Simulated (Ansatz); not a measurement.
## Changing the shape of Li2O, singlet

Computed with Ansatz's Gaussian-basis code (development build). Basis def2-SVP, nonrelativistic, 1 orbital frozen in the corrections; active space CAS(6,6). Restricted Hartree–Fock, then the lowest state-specific CASSCF solution met for each case. The basis is small, far from the limit. On stretched bonds single-reference methods can fail or change state. Solutions in different active orbitals can move differences by tenths of an eV and at times more than 1 eV.

Case A. A bond is stretched, to 1.66 times the sum of the covalent radii.

```xyz
3

Li    0.0000    0.0000    3.2120
O     0.0000    0.0000    0.0000
Li    0.0000    0.0000   -1.6060
```

Case B. A bond is stretched, to 1.24 times the sum of the covalent radii.

```json
{"atom": "Li", "x (Å)": "0.0000", "y (Å)": "0.0000", "z (Å)": "2.4090"}
{"atom": "O", "x (Å)": "0.0000", "y (Å)": "0.0000", "z (Å)": "0.0000"}
{"atom": "Li", "x (Å)": "0.0000", "y (Å)": "0.0000", "z (Å)": "-1.6060"}
```

Case C:

```xyz
3

Li    0.0000    0.0000    1.7345
O     0.0000    0.0000    0.0000
Li    0.0000    0.0000   -1.7345
```

Case D:

```json
{"atom": "Li", "x (Å)": "0.0000", "y (Å)": "0.0000", "z (Å)": "1.6060"}
{"atom": "O", "x (Å)": "0.0000", "y (Å)": "0.0000", "z (Å)": "0.0000"}
{"atom": "Li", "x (Å)": "0.0000", "y (Å)": "0.0000", "z (Å)": "-1.6060"}
```

Energy less that of case A, in eV:

```csv
case,RHF/ROHF,CASSCF
B,-2.118,-1.460
C,-4.051,-3.141
D,-4.383,-3.354
```

Question: Give the SC-NEVPT2 energies against case A.

Answer: B: -1.380 eV; C: -3.072 eV; D: -3.265 eV.

Question: Which case is lowest, and do the methods agree?

Answer: D is lowest in SC-NEVPT2. Of the methods shown, RHF/ROHF, CASSCF agree.
